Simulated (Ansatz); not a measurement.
# CH₂B (doublet): wave-function methods side by side at a displaced geometry (v1), cc-pVDZ

An exercise on one series of results from a longer session: the logs are not shown, and one member is left open.

Computed with Ansatz 0.2.0, Gaussian basis. Level: cc-pVDZ, core rule «outside noble gas», up to 2 orbitals frozen.

To be run: UHF; CCSD(T) on ROHF; CCSD(T) on UHF; BCCD(T) on ROHF; CISD as a restricted active space (open shells left free, so some higher excitations enter); CCSDT(Q) on ROHF; CCSDT(Q) on UHF; CASSCF and MRCISD+Q, 9 electrons in 10 orbitals; CASSCF and NEVPT2, 9 electrons in 10 orbitals.

13 further runs of the same task are left out: 2 that didn't finish, 11 set aside as unsound or not needed. Runs told in other sessions of the task aren't counted.

**The geometry**

The geometry is a PBE0/def2-TZVP stationary point (not a proven minimum) with its atoms shifted at random (size 0.040 Å).

4 atoms, charge 0, spin multiplicity 2.

Atoms are counted from 1 here; the program's logs count them from 0.

Bond lengths: B1–C2 1.361 Å, B1–H3 1.121 Å, C2–H4 1.084 Å. Angles: C2–B1–H3 177.2°, B1–C2–H4 177.1°.

Set-up of the first run:

in.yaml

```yaml
crystal:
  periodic: [false, false, false]
  atoms:
    - {symbol: B, position_ang: [0.002337, -0.001845, 0.671532]}
    - {symbol: C, position_ang: [0.001504, -0.017987, -0.689667]}
    - {symbol: H, position_ang: [0.049468, 0.041323, 1.790226]}
    - {symbol: H, position_ang: [-0.053309, -0.021491, -1.772090]}
basis:
  gaussian: {orbitals: cc-pVDZ}
magnetization: {spin_polarized: true, initial_magnetization: 1}
hamiltonian: {xc: hf}
output: {orbitals: {seedname: orbitals}}
```

On the command line:

```bash
$ ansatz run in.yaml --threads 1 --pin off --events-out ev --progress --plain --max-ram 2393MiB
```

Steps of the session up to this table: UHF; CCSD(T) on ROHF; CCSD(T) on UHF; BCCD(T) on ROHF; CISD as a restricted active space (open shells left free, so some higher excitations enter); CCSDT(Q) on ROHF; CCSDT(Q) on UHF; CASSCF and MRCISD+Q, 9 electrons in 10 orbitals; CASSCF and NEVPT2, 9 electrons in 10 orbitals.

One table of the session follows, with a row left open; its other results are not shown here.

It belongs to the step «Misses and costs». 

| method | from UCCSDT(Q) (kJ/mol) |
| --- | --- |
| ROHF | +579.1 |
| UHF | +571.3 |
| RMP2 | +94.6 |
| UMP2 | +98.5 |
| CISD | +56.7 |
| RCCSD | +22.7 |
| UCCSD | ? |
| RCCSD(T) | +3.9 |
| UCCSD(T) | +4.0 |
| BCCD(T) | +4.1 |
| RCCSDT | +1.3 |
| UCCSDT | +1.3 |
| RCCSDT(Q) | +0.1 |
| UCCSDT(Q) | 0 |
| CASSCF valence | +301.8 |
| NEVPT2 valence | +72.8 |
| MRCISD valence | +14.6 |
| MRCISD+Q valence | +1.1 |

**Question.** Estimate the row for UCCSD.

As computed: from UCCSDT(Q) (kJ/mol): +22.4. In the column «from UCCSDT(Q) (kJ/mol)» it lies between MRCISD valence (+14.6) and RCCSD (+22.7).

Limits of these values: Restricted and unrestricted rows rest on different reference determinants; a gap between their highest levels can come from leftover correlation error, from unlike frozen cores or from another state.
